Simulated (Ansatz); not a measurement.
```yaml
crystal:
  periodic: [false, false, false]
  atoms:
    - {symbol: Ge, position_ang: [0.000000, 0.000000, -2.345159]}
    - {symbol: Ga, position_ang: [0.000000, 0.000000, 0.082176]}
    - {symbol: S, position_ang: [0.000000, 0.000000, 2.262984]}
basis:
  gaussian: {orbitals: def2-TZVP}
magnetization: {spin_polarized: true, initial_magnetization: 3}
hamiltonian: {xc: pbe0}
relax: {f_tol: 0.004, max_steps: 80}
```

```sh
$ ansatz run in.yaml --threads 1 --pin off --events-out ev --progress --plain --max-ram 2176MiB
```

Steps of the relaxation (energy above the last step; positions in Å, forces in eV/Å):

```
3
step 1, 31.2 meV
Ge    0.000    0.000   -2.345    0.000    0.000    0.356
Ga    0.000    0.000    0.082    0.000    0.000   -1.170
S     0.000    0.000    2.263    0.000    0.000    0.814
```

```
3
step 2, 1.4 meV
Ge    0.000    0.000   -2.331    0.000    0.000   -0.004
Ga    0.000    0.000    0.053    0.000    0.000   -0.182
S     0.000    0.000    2.278    0.000    0.000    0.186
```

```
3
step 3, 0.0 meV
Ge    0.000    0.000   -2.336    0.000    0.000   -0.006
Ga    0.000    0.000    0.048    0.000    0.000   -0.012
S     0.000    0.000    2.288    0.000    0.000    0.018
```

```
3
step 4, 0.0 meV
Ge    0.000    0.000   -2.337    0.000    0.000    0.000
Ga    0.000    0.000    0.048    0.000    0.000    0.000
S     0.000    0.000    2.289    0.000    0.000    0.000
```

Close pairs at the end: Ga2–S3 2.241 Å, Ge1–Ga2 2.385 Å.

A stationary point of unrestricted PBE0 after 4 steps, with ⟨S²⟩ = 3.760 against 3.75 for a pure state; no frequencies were run, so it isn't proven a minimum. 2.4 min on 1 thread of Arm Neoverse V1, shared host.
